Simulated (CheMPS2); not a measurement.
**AlH3Cl− (SMILES [H][Al-]([H])([H])[Cl]): DMRG/STO-3G**

What is the vertical singlet–triplet gap of AlH3Cl− at DMRG/STO-3G? 

The calculation is run with CheMPS2 1.8.12.

1 further run of the same task is left out (set aside as unsound or not needed).

## (1) The structure to begin with

AlH3Cl−: 5 atoms, total charge -1, spin state singlet. SMILES: `[H][Al-]([H])([H])[Cl]`. The shape comes from GFN2-xTB, which is rough for such elements, and wasn't checked as a minimum.

Bond lengths: Al1–Cl2 2.096 Å, Al1–H3 1.609 Å, Al1–H4 1.608 Å, Al1–H5 1.609 Å. Angles: Cl2–Al1–H3 107.0°, Cl2–Al1–H4 107.2°, Cl2–Al1–H5 107.4°, H3–Al1–H4 111.6°, H3–Al1–H5 111.7°, H4–Al1–H5 111.8°.

## (2) A single-point energy at DMRG/STO-3G

Input file integrals.py:

```python
from pyscf import ao2mo, cc, dft, gto, mcscf, mp, scf
from pyscf.tools import fcidump

geom = """
Al    -0.00462983     0.00079368    -0.25362014
Cl     0.02617271    -0.03469537     3.70728361
H      2.89524940     0.02207200    -1.16594212
H     -1.46527474     2.52163164    -1.11576989
H     -1.45151753    -2.50980196    -1.17193255
"""
mol = gto.M(
    atom=geom,
    basis="sto-3g",
    unit="bohr",
    charge=-1,
    verbose=4,
    max_memory=2000,
)
print("basis functions = %d" % (mol.nao))
mf = scf.RHF(mol)
mf.conv_tol = 1e-10
mf.max_cycle = 200
mf.kernel()
if not mf.converged:
    mf = mf.newton().run(mf.mo_coeff, mf.mo_occ)
print(f"SCF energy = {mf.e_tot:.10f}")
# MP2, CCSD and CCSD(T) with the same frozen core
ref = mf
pt = mp.MP2(ref, frozen=10).run()
mycc = cc.CCSD(ref, frozen=10)
mycc.max_cycle = 150
mycc.kernel()
print(f"MP2 total energy = {pt.e_tot:.10f}")
if mycc.converged:
    print("E(CCSD) = %.10f" % (mycc.e_tot))
    print("E(CCSD(T)) = %.10f" % (mycc.e_tot + mycc.ccsd_t()))
    print("T1 diagnostic = %.4f" % (mycc.get_t1_diagnostic()))
# a few density functionals on the same geometry and basis
ks = dft.RKS(mol, xc="wb97x").set(conv_tol=1e-9, verbose=3).run()
if ks.converged:
    print(f"E(wB97X) = {ks.e_tot:.8f}")
ks = dft.RKS(mol, xc="pbe0").set(conv_tol=1e-9, verbose=3).run()
if ks.converged:
    print(f"E(PBE0) = {ks.e_tot:.8f}")
ks = dft.RKS(mol, xc="pbe").set(conv_tol=1e-9, verbose=3).run()
if ks.converged:
    print("E(PBE) = %.8f" % (ks.e_tot))
# rotate to MP2 natural orbitals
occ_no, mo = mcscf.addons.make_natural_orbitals(mp.MP2(mf, frozen=10).run())
mf.mo_coeff = mo
# FCIDUMP for the DMRG program
cas = mcscf.CASCI(mf, 11, 14)
h1, ecore = cas.get_h1eff()
fcidump.from_integrals("FCIDUMP", h1, cas.get_h2eff(), 11, 14, nuc=ecore, ms=0)
# FCI check
ci = mcscf.CASCI(mf, 11, (7, 7))
ci.fix_spin_(ss=0)
ci.fcisolver.conv_tol = 1e-10
ci.fcisolver.max_cycle = 200
ci.kernel()
print("FCI energy = %.10f" % (ci.e_tot))
```

Input file dmrg.input:

```
FCIDUMP = FCIDUMP
GROUP = 0
MULTIPLICITY = 1
NELECTRONS = 14
IRREP = 0
EXCITATION = 0
SWEEP_STATES = 25, 50, 100, 100
SWEEP_ENERGY_CONV = 1e-04, 1e-04, 1e-04, 1e-06
SWEEP_MAX_SWEEPS = 4, 2, 4, 6
SWEEP_NOISE_PREFAC = 0.05, 0.05, 0.005, 0.0
SWEEP_DVDSON_RTOL = 3e-05, 3e-05, 3e-05, 3e-06
NOCC = 0
NACT = 11
NVIR = 0
MOLCAS_FIEDLER = TRUE
PRINT_CORR = FALSE
TMP_FOLDER = .
```

Run with:

```console
python integrals.py && chemps2 --file=dmrg.input
```

What it wrote:

```text
$ python integrals.py

[INPUT] verbose = 4
[INPUT] num. atoms = 5
[INPUT] num. electrons = 34
[INPUT] charge = -1
[INPUT] spin (= nelec alpha-beta = 2S) = 0
[INPUT] symmetry False subgroup None
[INPUT] Mole.unit = bohr
[INPUT] Symbol           X                Y                Z      unit          X                Y                Z       unit  Magmom
[INPUT]  1 Al    -0.002450000526   0.000419997369  -0.134209998318 AA   -0.004629830000   0.000793680000  -0.253620140000 Bohr   0.0
[INPUT]  2 Cl     0.013850001680  -0.018359999128   1.961810000829 AA    0.026172710000  -0.034695370000   3.707283610000 Bohr   0.0
[INPUT]  3 H      1.532100002410   0.011679999399  -0.616989999156 AA    2.895249400000   0.022072000000  -1.165942120000 Bohr   0.0
[INPUT]  4 H     -0.775390000145   1.334389998223  -0.590439998419 AA   -1.465274740000   2.521631640000  -1.115769890000 Bohr   0.0
[INPUT]  5 H     -0.768109998127  -1.328130001154  -0.620159998195 AA   -1.451517530000  -2.509801960000  -1.171932550000 Bohr   0.0

nuclear repulsion = 78.2294552112116
number of shells = 13
number of NR pGTOs = 63
number of NR cGTOs = 21
basis = sto-3g
ecp = {}
CPU time:         1.11
basis functions = 21

******** <class 'pyscf.scf.hf.RHF'> ********
method = RHF
initial guess = minao
damping factor = 0
level_shift factor = 0
DIIS = <class 'pyscf.scf.diis.CDIIS'>
diis_start_cycle = 1
diis_space = 8
diis_damp = 0
SCF conv_tol = 1e-10
SCF conv_tol_grad = None
SCF max_cycles = 200
direct_scf = True
direct_scf_tol = 1e-13
chkfile to save SCF result = tmpcj8ry3_k
[... 20 lines left out ...]
converged SCF energy = -695.30959583256
[... 23 lines left out ...]
Init t2, MP2 energy = -695.345913954412  E_corr(MP2) -0.0363181218514303
[... 10 lines left out ...]
MP2 total energy = -695.3459139551
[... 24 lines left out ...]
converged SCF energy = -696.233643889423
[... 26 lines left out ...]
sorting_mo_energy = False
[... 16 lines left out ...]
FCI energy = -695.3621196555
[... 59 lines left out ...]
***     Maximum discarded weight = 0
[... 23 lines left out ...]
***     Maximum discarded weight = 4.10949232951853e-05
[... 7 lines left out ...]
***     Maximum discarded weight = 8.62799621037331e-06
[... 6 lines left out ...]
***     Maximum discarded weight = 2.07463390782212e-05
[... 7 lines left out ...]
***     Maximum discarded weight = 2.07471148048873e-05
[... 6 lines left out ...]
***     Maximum discarded weight = 2.09508119484831e-05
[... 13 lines left out ...]
***     Minimum energy           = -695.361962280323
[... 6 lines left out ...]
***     Minimum energy           = -695.362075913511
[... 7 lines left out ...]
***     Minimum energy           = -695.362079478115
[... 6 lines left out ...]
***     Minimum energy           = -695.362084396819
[... 8 lines left out ...]
***     Maximum discarded weight during the last sweep     = 3.30998124601631e-06
[... 5 lines left out ...]
***     Minimum energy           = -695.362092337162
***     Maximum discarded weight = 3.94678661495089e-08
******************************************************************
[... 9 site updates ...]
******************************************************************
***  Information on right sweep 0 of instruction 2:
***     Elapsed wall time        = 0.752335 seconds
***     Minimum energy           = -695.362118717023
***     Maximum discarded weight = 7.70843079488944e-08
***     Energy difference with respect to previous leftright sweep = 4.2465214164622e-05
******************************************************************
***  Information on completed instruction 2:
***     The reduced virtual dimension DSU(2)               = 100
***     The total number of reduced MPS variables          = 14756
***     Minimum energy encountered during all instructions = -695.362118717023
***     Minimum energy encountered during the last sweep   = -695.362118717023
***     Maximum discarded weight during the last sweep     = 7.70843079488944e-08
******************************************************************
[... 9 site updates ...]
******************************************************************
***  Information on left sweep 0 of instruction 3:
***     Elapsed wall time        = 0.945767 seconds
***     Minimum energy           = -695.362119105897
***     Maximum discarded weight = 7.58975478381198e-08
******************************************************************
[... 9 site updates ...]
******************************************************************
***  Information on right sweep 0 of instruction 3:
***     Elapsed wall time        = 0.860764 seconds
***     Minimum energy           = -695.362119500693
***     Maximum discarded weight = 9.64186460959019e-08
***     Energy difference with respect to previous leftright sweep = 5.30268152942881e-07
******************************************************************
***  Information on completed instruction 3:
***     The reduced virtual dimension DSU(2)               = 100
***     The total number of reduced MPS variables          = 14778
***     Minimum energy encountered during all instructions = -695.362119500693
***     Minimum energy encountered during the last sweep   = -695.362119500693
***     Maximum discarded weight during the last sweep     = 9.64186460959019e-08
******************************************************************
```

It took 21 s on 1 thread of AMD EPYC 7R43 (Zen 3), shared host; peak memory 0.2 GiB.

## (3) The triplet: a single-point energy at DMRG/STO-3G

Input file prepare.py:

```python
from pyscf import ao2mo, cc, dft, gto, mcscf, mp, scf
from pyscf.tools import fcidump

geom = """
Al    -0.002450     0.000420    -0.134210
Cl     0.013850    -0.018360     1.961810
H      1.532100     0.011680    -0.616990
H     -0.775390     1.334390    -0.590440
H     -0.768110    -1.328130    -0.620160
"""
mol = gto.M(
    atom=geom,
    basis="sto-3g",
    charge=-1,
    spin=2,
    verbose=3,
    max_memory=2000,
)
print("nao                      = %d" % (mol.nao))
mf = scf.ROHF(mol)
mf.conv_tol = 1e-10
mf.max_cycle = 200
mf.kernel()
if not mf.converged:
    mf = mf.newton().run(mf.mo_coeff, mf.mo_occ)
print("E(SCF)                   = %.10f" % (mf.e_tot))
ref = scf.UHF(mol).run(mf.make_rdm1(), conv_tol=1e-10)
pt = mp.MP2(ref, frozen=10).run()
mycc = cc.CCSD(ref, frozen=10)
mycc.max_cycle = 150
mycc.kernel()
print(f"E(MP2)                   = {pt.e_tot:.10f}")
if mycc.converged:
    print(f"CCSD total energy        = {mycc.e_tot:.10f}")
    print("CCSD(T) total energy     = %.10f" % (mycc.e_tot + mycc.ccsd_t()))
ks = dft.UKS(mol, xc="wb97x").set(conv_tol=1e-9, verbose=3).run(mf.make_rdm1())
if ks.converged:
    print(f"E(wB97X)                 = {ks.e_tot:.8f}")
ks = dft.UKS(mol, xc="pbe0").set(conv_tol=1e-9, verbose=3).run(mf.make_rdm1())
if ks.converged:
    print("E(PBE0)                  = %.8f" % (ks.e_tot))
ks = dft.UKS(mol, xc="pbe").set(conv_tol=1e-9, verbose=3).run(mf.make_rdm1())
if ks.converged:
    print("E(PBE)                   = %.8f" % (ks.e_tot))
cas = mcscf.CASCI(mf, 11, 14)
h1, ecore = cas.get_h1eff()
fcidump.from_integrals("FCIDUMP", h1, cas.get_h2eff(), 11, 14, nuc=ecore, ms=2)
ci = mcscf.CASCI(mf, 11, (8, 6))
ci.fix_spin_(ss=2)
ci.fcisolver.conv_tol = 1e-10
ci.fcisolver.max_cycle = 200
ci.kernel()
print(f"FCI energy               = {ci.e_tot:.10f}")
```

Input file chemps2.input:

```
FCIDUMP = FCIDUMP
GROUP = 0
MULTIPLICITY = 3
NELECTRONS = 14
IRREP = 0
EXCITATION = 0
SWEEP_STATES = 12, 25, 50, 100, 100
SWEEP_ENERGY_CONV = 1e-05, 1e-05, 1e-05, 1e-05, 1e-07
SWEEP_MAX_SWEEPS = 2, 3, 4, 2, 6
SWEEP_NOISE_PREFAC = 0.5, 0.05, 0.05, 0.005, 0.0
SWEEP_DVDSON_RTOL = 1e-04, 1e-04, 1e-04, 1e-04, 1e-05
NOCC = 0
NACT = 11
NVIR = 0
MOLCAS_FIEDLER = TRUE
PRINT_CORR = TRUE
TMP_FOLDER = .
```

Run with:

```console
python prepare.py && chemps2 --file=chemps2.input
```

What it wrote:

```text
$ python prepare.py
nao                      = 21
converged SCF energy = -694.881170470814
E(SCF)                   = -694.8811704708
converged SCF energy = -694.881818799836  <S^2> = 2.0029947  2S+1 = 3.0019958
E(UMP2) = -694.907957778313  E_corr = -0.0261389784768494
E(SCS-UMP2) = -694.912320656011  E_corr = -0.0305018561748086
E(UCCSD) = -694.9280623935221  E_corr = -0.04624359368590086
E(MP2)                   = -694.9079577783
CCSD total energy        = -694.9280623935
UCCSD(T) correction = -0.00119885472020964
CCSD(T) total energy     = -694.9292612482

WARN: HOMO 0.361072625421815 >= LUMO 0.266311396204152

WARN: HOMO 0.372405449010388 >= LUMO 0.264648310592071

WARN: HOMO 0.374109404023065 >= LUMO 0.246324160148762

WARN: HOMO 0.378424916898702 >= LUMO 0.240714865444712

WARN: HOMO 0.38070268362423 >= LUMO 0.238135271298582

WARN: HOMO 0.381137865361836 >= LUMO 0.236299054192331

WARN: HOMO 0.381320685814119 >= LUMO 0.236001647680262

WARN: HOMO 0.381386207684285 >= LUMO 0.235921982091831

WARN: HOMO 0.381387031351716 >= LUMO 0.235900461411571

WARN: HOMO 0.381399824860328 >= LUMO 0.23589382499888

WARN: HOMO 0.381395734587826 >= LUMO 0.235891156766963

WARN: HOMO 0.381395582422029 >= LUMO 0.2358920105746

WARN: HOMO 0.381394930032725 >= LUMO 0.235890545981675

WARN: HOMO 0.381395787732579 >= LUMO 0.235890034808869

WARN: HOMO 0.381395754369751 >= LUMO 0.235890198844346

converged SCF energy = -696.050711980859  <S^2> = 2.0021651  2S+1 = 3.0014431
E(wB97X)                 = -696.05071198

WARN: HOMO 0.443541849360856 >= LUMO 0.19777745933285

WARN: HOMO 0.465512029363668 >= LUMO 0.191513892434839

WARN: HOMO 0.460242755582091 >= LUMO 0.179857591913043

WARN: HOMO 0.465325181542618 >= LUMO 0.170283972353589

WARN: HOMO 0.468766776353809 >= LUMO 0.165290470385924

WARN: HOMO 0.470031317143315 >= LUMO 0.164156330981859

WARN: HOMO 0.470220623954578 >= LUMO 0.163924032809452

[... 4 lines left out ...]
WARN: HOMO 0.470234477223852 >= LUMO 0.163868400364047
[... 14 lines left out ...]
WARN: HOMO 0.525075846410865 >= LUMO 0.160644822289714
[... 13 lines left out ...]
WARN: HOMO 0.509792182824053 >= LUMO 0.146126780733026
[... 13 lines left out ...]
WARN: HOMO 0.516894957103789 >= LUMO 0.138912616885594
[... 13 lines left out ...]
WARN: HOMO 0.517011214922768 >= LUMO 0.139903346094221
[... 13 lines left out ...]
WARN: HOMO 0.51772865836812 >= LUMO 0.138479885028905
[... 13 lines left out ...]
WARN: HOMO 0.517610058469228 >= LUMO 0.13910424416088
[... 13 lines left out ...]
WARN: HOMO 0.516159336500132 >= LUMO 0.142205868058931
[... 13 lines left out ...]
SCF not converged.
[... 93 lines left out ...]
***     Minimum energy           = -694.919293022676
[... 28 lines left out ...]
***     Minimum energy           = -694.927985906484
[... 23 lines left out ...]
***     Maximum discarded weight = 0.000291079261512431
[... 28 lines left out ...]
***     Maximum discarded weight = 6.8177247019477e-05
[... 28 lines left out ...]
***     Minimum energy           = -694.930155912465
[... 29 lines left out ...]
***     Minimum energy           = -694.930358256246
[... 22 lines left out ...]
***     Maximum discarded weight = 6.38130760151912e-06
[... 29 lines left out ...]
***     Maximum discarded weight = 6.63397739434039e-06
[... 29 lines left out ...]
***     Maximum discarded weight during the last sweep     = 6.55178593709716e-06
[... 57 lines left out ...]
--------------------------------------------------------
Density correlation function = < n_i n_j > - < n_i > * < n_j >
Hamiltonian index order is used!

   Columns 1 to 8

    0.000768    0.000091    0.000065    0.000119    0.000085   -0.000065   -0.000030   -0.000095
    0.000091    0.071047   -0.002447   -0.000927   -0.002348   -0.023451   -0.021848    0.023198
    0.000065   -0.002447    0.057268   -0.000800   -0.001878   -0.023541   -0.020296    0.012651
[... 7 lines of this table left out ...]
   -0.000135   -0.029898   -0.003144   -0.014098   -0.013669    0.005394    0.026719   -0.061340

   Columns 9 to 11

   -0.000716   -0.000086   -0.000135
   -0.004901   -0.008516   -0.029898
    0.000082   -0.017959   -0.003144
[... 7 lines of this table left out ...]
   -0.002443   -0.026445    0.119059

--------------------------------------------------------
Singlet diradical correlation function = < d_i,up d_j,down > + < d_i,down d_j,up > - < d_i,up > * < d_j,down > - < d_i,down > * < d_j,up >
Hamiltonian index order is used!

   Columns 1 to 8

   -0.000000    0.000091    0.000040    0.000104    0.000082   -0.000034   -0.000016   -0.000017
    0.000091   -0.002384   -0.001088   -0.000049   -0.000774   -0.012096   -0.011254   -0.014453
    0.000040   -0.001088   -0.001772   -0.000385   -0.000927   -0.010262   -0.010366   -0.009806
[... 7 lines of this table left out ...]
    0.000025    0.007670   -0.000104    0.003895    0.003426   -0.012550   -0.016599   -0.031290

   Columns 9 to 11

    0.000107    0.000018    0.000025
    0.000326   -0.001144    0.007670
   -0.000361    0.002963   -0.000104
[... 7 lines of this table left out ...]
   -0.000987   -0.012809   -0.007175

--------------------------------------------------------
Two-orbital mutual information = 0.5 * ( s1(i) + s1(j) - s2(i,j) ) * ( 1 - delta(i,j) )
Hamiltonian index order is used!

   Columns 1 to 8

    0           0.000263    0.000127    0.000380    0.000284    0.000164    0.000073    0.000053
    0.000263    0           0.023458    0.018723    0.026370    0.067950    0.031251    0.012974
    0.000127    0.023458    0           0.013098    0.020388    0.089113    0.042380    0.006385
[... 7 lines of this table left out ...]
    0.000058    0.024907    0.001676    0.010768    0.008377    0.012042    0.013665    0.104917

   Columns 9 to 11

    0.000911    0.000028    0.000058
    0.005435    0.007229    0.024907
    0.000483    0.009690    0.001676
[... 7 lines of this table left out ...]
    0.015607    0.088740    0

--------------------------------------------------------
```

It took 67 s on 1 thread of AMD EPYC 7R43 (Zen 3), shared host; peak memory 0.2 GiB.

## (4) Outcome

Level: DMRG/STO-3G, 10 core orbitals frozen.

| quantity | value |
| --- | --- |
| run 1, DMRG/STO-3G: total energy | -695.36212 Eh |
| run 1, DMRG/STO-3G: T1 diagnostic of the CCSD step | 0.006 |
| triplet: total energy | -694.93047 Eh |
| vertical energy of the triplet above the singlet | 11.746 eV |

At this shape the triplet lies 11.75 eV (1133 kJ/mol) above the singlet. For an anion a state so high probably lies above electron detachment. In a minimal basis such a difference can be off by several eV, whatever the method.
